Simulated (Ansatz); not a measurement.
in.yaml

```yaml
crystal:
  periodic: [false, false, false]
  atoms:
    - {symbol: Si, position_ang: [0.000000, 0.000000, 0.000000]}
    - {symbol: P, position_ang: [0.000000, 0.000000, 1.999000]}
basis:
  gaussian: {orbitals: aug-cc-pVDZ}
total_charge: -1
magnetization: {spin_polarized: true, initial_magnetization: 2}
correlation: {method: ccsd_t, electrons: outside_noble_gas}
output: {forces: true}
```

```sh
$ ansatz run in.yaml --threads 1 --pin off --events-out ev --progress --plain --max-ram 4096MiB --backend cpu
```

Log:

```
560 factors; integrals over basis functions are off by at most 7.3e-4 eV
mean field evaluation 1: about -17130.6642 eV, gradient 8.5e0 eV
mean field evaluation 2: about -17130.6646 eV, gradient 8.5e0 eV
mean field evaluation 4: about -17131.8017 eV, gradient 1.6e0 eV
mean field evaluation 8: about -17131.8908 eV, gradient 2.4e-1 eV
mean field evaluation 16: about -17131.8962 eV, gradient 2.1e-2 eV
mean field evaluation 32: about -17131.8908 eV, gradient 2.4e-1 eV
mean field evaluation 64: about -17131.8950 eV, gradient 4.7e-2 eV
mean field evaluation 96: about -17131.8955 eV, gradient 1.3e-1 eV
mean field evaluation 128: about -17132.6935 eV, gradient 2.3e-1 eV
mean field evaluation 160: about -17132.1684 eV, gradient 1.0e-3 eV
...
mean field evaluation 1056: about -17131.3804 eV, gradient 6.8e0 eV
mean field evaluation 1088: about -17132.3540 eV, gradient 1.9e0 eV
mean field evaluation 1120: about -17131.8938 eV, gradient 7.9e-2 eV
mean field evaluation 1152: about -17131.8955 eV, gradient 1.3e-1 eV
mean field -17132.69815719 eV, -629.6150443168 hartree, gradient 1.6e-6 eV, S^2 2.035791; 25 other end points of the search recorded, 0 dependent functions left out
determinant -17132.69815719 eV, -629.6150443168 hartree, with singles and doubles -17138.25102161 eV, -629.8191083205 hartree
determinant -17132.16833246 eV, -629.5955736173 hartree, with singles and doubles -17137.81987646 eV, -629.8032640282 hartree
determinant -17131.95892124 eV, -629.5878778966 hartree, with singles and doubles -17137.90503829 eV, -629.8063936680 hartree
determinant -17131.12719521 eV, -629.5573125290 hartree, with singles and doubles -17136.78656558 eV, -629.7652905538 hartree
determinant -17130.63514049 eV, -629.5392298513 hartree, with singles and doubles -17136.74385332 eV, -629.7637209075 hartree
determinant -17130.58470312 eV, -629.5373763122 hartree, with singles and doubles -17136.28443764 eV, -629.7468376923 hartree
determinant -17130.47561391 eV, -629.5333673579 hartree, with singles and doubles -17136.11541834 eV, -629.7406263478 hartree
determinant -17130.33482473 eV, -629.5281934508 hartree, with singles and doubles -17135.94435496 eV, -629.7343398847 hartree
determinant -17129.86441139 eV, -629.5109060794 hartree, with singles and doubles -17135.29198391 eV, -629.7103656906 hartree
determinant -17129.65191991 eV, -629.5030971614 hartree, with singles and doubles -17135.06277474 eV, -629.7019424090 hartree
determinant -17129.35174810 eV, -629.4920660509 hartree, with singles and doubles -17134.19720916 eV, -629.6701334605 hartree
determinant -17132.69815719 eV, -629.6150443168 hartree, with singles and doubles -17138.25445478 eV, -629.8192344871 hartree
determinant -17132.16833246 eV, -629.5955736173 hartree, with singles and doubles -17137.82140285 eV, -629.8033201222 hartree
determinant -17131.95892124 eV, -629.5878778966 hartree, with singles and doubles -17137.91547944 eV, -629.8067773731 hartree
10 core orbitals not correlated: weight in the atoms' cores, before any rotation towards them, 1.000 or more for the frozen orbitals, at most 0.000 for the correlated occupied ones
reference -17132.69815719 eV, -629.6150443168 hartree; 6, 4 occupied and 38, 40 virtual orbitals, 560 factors
second order -4.72448991 eV of doubles, -0.00000000 eV of singles
cycle   1  -5.55629888 eV  change   -1.3e-6 eV  update   2.8e-6
cycle   2  -5.55629940 eV  change   -5.2e-7 eV  update   1.9e-6
cycle   3  -5.55629941 eV  change   -8.2e-9 eV  update   9.9e-7
cycle   4  -5.55629870 eV  change    7.1e-7 eV  update   4.4e-7
cycle   5  -5.55629863 eV  change    7.3e-8 eV  update   1.9e-7
perturbative correction -0.28736256 eV, -0.0105603795 hartree
the calculation of the forces begins
mean field evaluation 1184: about -17132.6982 eV, gradient 1.6e-6 eV
Total energy: -17138.54181838 eV, -629.8297949046 hartree
Atom 0 at     0.000000     0.000000     0.000000 Å, force    -0.000000    -0.000000    -5.175071 eV/Å
Atom 1 at     0.000000     0.000000     1.999000 Å, force     0.000000     0.000000     5.175071 eV/Å
Dipole moment:     0.000000     0.000000     0.320905 e Å
```

Forces (eV/Å):
```
Si   0.000  0.000 -5.175
P    0.000  0.000  5.175
```

Ran on 1 thread of AMD EPYC 7R13, shared host: 27 s wall, 0.21 GiB peak host memory.
